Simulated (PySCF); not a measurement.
Delta-SCF ions had no search for a lower state. Excitations are Tamm–Dancoff values on a coarser integration grid. The basis has no diffuse functions, so Rydberg states are missing or too high.

C$_{4}$H$_{8}$, SMILES `C=C(C)C` (charge 0, multiplicity 1)

These are CAM-B3LYP-D3(BJ)/def2-TZVP (PySCF) values and carry that method's errors.

```yaml
HOMO: -8.39 eV
dipole_moment: 0.117 e·Å
HOMO–LUMO gap: 10.11 eV
LUMO: 1.72 eV
S1 excitation (TDA): 7.37 eV
S1 oscillator strength: 0.001
brightest of the four lowest singlets (TDA): 7.78 eV
T1 excitation (TDA): 4.44 eV
S1–T1 gap (TDA): 2.93 eV
vertical ionisation energy (Delta-SCF): 9.32 eV
total_energy: -157.1908 Ha
cost: very roughly 3 core-minutes
```

Bonds (Å): C1–C2 1.324, C1–H5 1.083, C1–H6 1.083, C2–C3 1.498, C2–C4 1.498, C3–H7 1.093, C3–H8 1.093, C3–H9 1.089, C4–H10 1.093, C4–H11 1.093, C4–H12 1.089. Bond angles (°): C2–C1–H5 121.5, C2–C1–H6 121.5, H5–C1–H6 117.0, C1–C2–C3 122.2, C1–C2–C4 122.2, C3–C2–C4 115.6, C2–C3–H7 110.7, C2–C3–H8 110.7, C2–C3–H9 111.8, H7–C3–H8 106.7, H7–C3–H9 108.4, H8–C3–H9 108.4, C2–C4–H10 110.7, C2–C4–H11 110.7, C2–C4–H12 111.8, H10–C4–H11 106.7, H10–C4–H12 108.4, H11–C4–H12 108.4.
